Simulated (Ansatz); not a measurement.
Relativistic treatment of MgO

```
CELL_PARAMETERS angstrom
0.00000 2.12692 2.12692
2.12692 0.00000 2.12692
2.12692 2.12692 0.00000
ATOMIC_POSITIONS crystal
Mg 0.00000 0.00000 0.00000
O 0.50000 0.50000 0.50000
```

Atom numbers follow the list: Mg1, O2.

The cell was built from the rocksalt type and relaxed in the same program, and has space group Fm-3m; it needn't be a known or the stable phase.

One fixed cell is solved with PBE by all-electron LAPW in Ansatz 0.2.0 under different relativistic treatments. Pressure is positive in compression.

Sampling and basis: a Γ-centred 16×16×16 k mesh, Fermi–Dirac smearing of 0.05 eV, basis error target 1 meV/atom, no spin polarisation.

Task: Order the settings by the pressure that they give at this fixed cell, lowest first.
A. non-relativistic
B. scalar-relativistic

Result: B (0.06 GPa), A (0.17 GPa).

```json
{"setting": "scalar-relativistic", "P (GPa)": "0.06", "gap over the k mesh and a high-symmetry path (eV)": "4.46", "lowest level at Γ above −25 eV, from the valence-band top or, without a gap, the Fermi level (eV)": "-17.10"}
{"setting": "non-relativistic", "P (GPa)": "0.17", "gap over the k mesh and a high-symmetry path (eV)": "4.51", "lowest level at Γ above −25 eV, from the valence-band top or, without a gap, the Fermi level (eV)": "-17.06"}
```
